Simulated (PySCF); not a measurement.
Ionisation energy of Mg by level of theory

Mg [Ne] 3s2 (1S) → Mg⁺ [Ne] 3s1 (2S), as a difference of total energies. Computed with PySCF 2.14 in jorge-DZP-DKH (7s4p1d, 24 functions), with scalar relativity by spin-free X2C-1e. Correlated levels: valence: [Ne] frozen. The calculations carry no spin-orbit coupling.

```
           method  ionisation energy (eV)  error (eV)
              UHF                   6.610      -1.036
            M06-L                   7.528      -0.118
              LDA                   7.739      +0.093
    MP2 (valence)                   7.179      -0.467
SCS-MP2 (valence)                   7.293      -0.353
   CCSD (valence)                   7.501      -0.145
```

Reference: 7.646 eV (measured; NIST Atomic Spectra Database, ionization energies).

Errors of the correlated levels include the incompleteness of this basis and the frozen core.

With two correlated electrons CCSD is exact in that space.
